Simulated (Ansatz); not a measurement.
# One shape, several levels: NH3 (ammonia)

We compute a comparison of 6 runs (CAM-B3LYP/3-21G, PBE/6-31G, wB97X/3-21G, RPA@PBE/6-31G, MP2/6-31G, UMP2/6-31G) of NH3 (ammonia). 

The calculation is run with Ansatz 0.2.0.

68 further runs of the same task are left out: 68 set aside as unsound or not needed.

## 1. The molecule

The species is NH3 (4 atoms), meant as a singlet with charge 0. As SMILES, `N`. The H2–N1 distance was set to 1.519 Å, away from the relaxed value. At this shape a bond of the SMILES string is far longer than usual.

Bond lengths: N1–H3 1.013 Å, N1–H4 1.013 Å. Angles: H3–N1–H4 107.7°. A long bond or contact: N1–H2 1.519 Å.

## 2. The energy at CAM-B3LYP/3-21G (run 1)

job.yaml reads:

```yaml
crystal:
  periodic: [false, false, false]
  atoms:
    - {symbol: N, position_ang: [-0.348224, 0.514498, -0.214621]}
    - {symbol: H, position_ang: [0.491930, -0.300470, 0.753380]}
    - {symbol: H, position_ang: [-1.172024, -0.028952, -0.441031]}
    - {symbol: H, position_ang: [0.188126, 0.629918, -1.065771]}
basis:
  gaussian: {orbitals: 3-21G.json}
hamiltonian: {xc: {name: CAM-B3LYP}}
accuracy: high
```

The basis set 3-21G is read from a file made from the Basis Set Exchange's data (not shown).

Command:

```console
ansatz run job.yaml --threads 1 --pin off --max-ram 2610MiB --events-out events.jsonl --progress --plain --runs-dir runs
```

Standard output:

```text
Warning: RAYON_NUM_THREADS=1 ignored (pool sized by the plan → 1); use --threads N
Functional definition: CAM-B3LYP
  name "CAM-B3LYP"
  parameter alpha = 0.19
  parameter beta = 0.46
  parameter omega = 0.33/bohr
  parameter ac = 0.81
  exchange = (1 - alpha - beta)*b88_x + beta*b88_x_sr(omega) + alpha*exact_x + beta*exact_x_lr(omega)
  correlation = (1 - ac)*vwn5_c + ac*lyp_c
290 factors; integrals over basis functions are off by at most 1.8e-9 eV
121 factors; integrals over basis functions are off by at most 1.3e-9 eV
mean field evaluation 1: about -1523.8748 eV, gradient 3.8e1 eV
mean field evaluation 2: about -1522.7812 eV, gradient 4.4e1 eV
mean field evaluation 4: about -1527.0166 eV, gradient 6.6e-1 eV
mean field evaluation 8: about -1527.0107 eV, gradient 2.5e-2 eV
mean field evaluation 16: about -1527.0108 eV, gradient 2.8e-6 eV
mean field -1527.01075883 eV, -56.1166103418 hartree, gradient 2.4e-8 eV, S^2 0.000000; 0 other end points of the search recorded, 0 dependent functions left out
reference -1527.01076873 eV, -56.1166107059 hartree; 5, 5 occupied and 10, 10 virtual orbitals, 290 factors
Total energy: -1527.01076873 eV, -56.1166107059 hartree
```

Run time: 0.24 s. Hardware: 1 thread of AMD EPYC 9R45 (Zen 5), shared host.

## 3. The energy at PBE/6-31G (run 2)

in.yaml reads:

```yaml
crystal:
  periodic: [false, false, false]
  atoms:
    - {symbol: "N", position_ang: [-0.348224, 0.514498, -0.214621]}
    - {symbol: H, position_ang: [0.491930, -0.300470, 0.753380]}
    - {symbol: H, position_ang: [-1.172024, -0.028952, -0.441031]}
    - {symbol: H, position_ang: [0.188126, 0.629918, -1.065771]}
basis:
  gaussian:
    orbitals: 6-31G
hamiltonian:
  xc: pbe
accuracy: high
```

Command:

```console
ansatz run in.yaml --threads 1 --pin off --max-ram 2610MiB --events-out events.jsonl --progress --plain --runs-dir runs
```

Standard output:

```text
Warning: RAYON_NUM_THREADS=1 ignored (pool sized by the plan → 1); use --threads N
Functional definition: PBE
  name "PBE"
  parameter kappa = 0.804
  parameter beta = 0.06672455060314922
  exchange = pbe_x(kappa = kappa, mu = beta*pi^2/3)
  correlation = pbe_c(beta = beta)
349 factors; integrals over basis functions are off by at most 3.7e-9 eV
mean field evaluation 1: about -1526.6118 eV, gradient 5.8e1 eV
mean field evaluation 2: about -1501.4053 eV, gradient 9.6e1 eV
mean field evaluation 4: about -1533.9203 eV, gradient 6.4e0 eV
mean field evaluation 8: about -1534.0980 eV, gradient 4.4e-2 eV
mean field evaluation 16: about -1534.0980 eV, gradient 2.8e-6 eV
mean field -1534.09796983 eV, -56.3770605423 hartree, gradient 4.7e-9 eV, S^2 0.000000; 0 other end points of the search recorded, 0 dependent functions left out
reference -1534.09797139 eV, -56.3770605996 hartree; 5, 5 occupied and 10, 10 virtual orbitals, 349 factors
Total energy: -1534.09797139 eV, -56.3770605996 hartree
```

Run time: 0.2 s. Hardware: 1 thread of AMD EPYC 9R45 (Zen 5), shared host.

Run 3 isn't shown in full; the table further down has it.

## 4. A single-point energy at RPA@PBE/6-31G (run 4)

input.yaml reads:

```yaml
crystal:
  periodic: [false, false, false]
  atoms:
    - {symbol: "N", position_ang: [-0.348224, 0.514498, -0.214621]}
    - {symbol: H, position_ang: [0.491930, -0.300470, 0.753380]}
    - {symbol: H, position_ang: [-1.172024, -0.028952, -0.441031]}
    - {symbol: H, position_ang: [0.188126, 0.629918, -1.065771]}
basis:
  gaussian:
    orbitals: 6-31G
hamiltonian:
  xc: pbe
correlation:
  method: rpa
  frozen_orbitals: {H: 0, "N": 1}
accuracy: high
```

Command:

```console
ansatz run input.yaml --threads 1 --pin off --max-ram 2610MiB --events-out events.jsonl --progress --plain --runs-dir runs
```

Standard output:

```text
Warning: RAYON_NUM_THREADS=1 ignored (pool sized by the plan → 1); use --threads N
Functional definition: PBE
  name "PBE"
  parameter kappa = 0.804
  parameter beta = 0.06672455060314922
  exchange = pbe_x(kappa = kappa, mu = beta*pi^2/3)
  correlation = pbe_c(beta = beta)
349 factors; integrals over basis functions are off by at most 3.7e-9 eV
mean field evaluation 1: about -1526.6118 eV, gradient 5.8e1 eV
mean field evaluation 2: about -1526.6030 eV, gradient 5.8e1 eV
mean field evaluation 4: about -1533.3861 eV, gradient 1.5e1 eV
mean field evaluation 8: about -1534.0972 eV, gradient 3.9e-1 eV
mean field evaluation 16: about -1534.0980 eV, gradient 9.4e-6 eV
mean field -1534.09796983 eV, -56.3770605423 hartree, gradient 9.2e-9 eV, S^2 0.000000; 0 other end points of the search recorded, 0 dependent functions left out
1 core orbitals not correlated: weight in the atoms' cores, before any rotation towards them, 1.000 or more for the frozen orbitals, at most 0.000 for the correlated occupied ones
reference -1525.48167334 eV, -56.0604174868 hartree; 4, 4 occupied and 10, 10 virtual orbitals, 349 factors
Total energy: -1531.41866309 eV, -56.2785978358 hartree
```

Wall time 0.3 s (1 thread of AMD EPYC 9R45 (Zen 5), shared host).

Run 5 isn't shown in full; the table further down has it.

## 5. The energy at UMP2/6-31G (run 6)

in.yaml reads:

```yaml
basis:
  gaussian:
    orbitals: 6-31G
crystal:
  periodic: [false, false, false]
  atoms:
    - symbol: N
      position_ang: [-0.348224, 0.514498, -0.214621]
    - symbol: H
      position_ang: [0.491930, -0.300470, 0.753380]
    - symbol: H
      position_ang: [-1.172024, -0.028952, -0.441031]
    - symbol: H
      position_ang: [0.188126, 0.629918, -1.065771]
magnetization:
  spin_polarized: true
correlation:
  method: mp2
  frozen_orbitals: {H: 0, "N": 1}
accuracy: high
```

Command:

```console
ansatz run in.yaml --threads 1 --pin off --max-ram 2610MiB --events-out events.jsonl --progress --plain --runs-dir runs
```

Standard output:

```text
Warning: RAYON_NUM_THREADS=1 ignored (pool sized by the plan → 1); use --threads N
Functional definition: HF
  name "HF"
  exchange = exact_x
  correlation = 0
349 factors; integrals over basis functions are off by at most 3.7e-9 eV
mean field evaluation 1: about -1523.9187 eV, gradient 1.8e1 eV
mean field evaluation 2: about -1523.9169 eV, gradient 1.8e1 eV
mean field evaluation 4: about -1525.6203 eV, gradient 1.1e0 eV
mean field evaluation 8: about -1525.6387 eV, gradient 1.6e-3 eV
mean field evaluation 16: about -1525.6741 eV, gradient 1.4e-2 eV
mean field -1525.67411264 eV, -56.0674895004 hartree, gradient 2.5e-8 eV, S^2 0.184499; 4 other end points of the search recorded, 0 dependent functions left out
1 core orbitals not correlated: weight in the atoms' cores, before any rotation towards them, 1.000 or more for the frozen orbitals, at most 0.000 for the correlated occupied ones
reference -1525.67411264 eV, -56.0674895004 hartree; 4, 4 occupied and 10, 10 virtual orbitals, 349 factors
second order -3.24524870 eV of doubles, -0.00000000 eV of singles
Total energy: -1528.91936134 eV, -56.1867501904 hartree
```

Wall time 0.06 s (1 thread of AMD EPYC 9R45 (Zen 5), shared host).

## 6. The series

```csv
run,level,frozen core orbitals,energy (Eh),wall time
1,CAM-B3LYP/3-21G,–,-56.116611,0.24 s
2,PBE/6-31G,–,-56.377061,0.2 s
3,wB97X/3-21G,–,-56.128763,0.8 s
4,RPA@PBE/6-31G,1,-56.278598,0.3 s
5,MP2/6-31G,1,-56.196803,0.06 s
6,UMP2/6-31G,1,-56.186750,0.06 s
```

## 7. Outcome

| quantity | value |
| --- | --- |
| run 6: total energy | -56.18675 Eh |
| run 6: correlation energy (1 core orbital frozen) | -119.3 mEh |
| run 6: ⟨S²⟩ of the reference determinant | 0.184 |

Totals of different functionals can't be ranked against each other. In run 5 the log says that unrestricted orbitals would lower the reference, so the values rest on an unstable closed-shell determinant (other closed-shell runs at this shape may share the fault). Spin contamination of the reference: run 6 ⟨S²⟩ = 0.18. All runs together took 1.7 s, the longest 0.8 s.
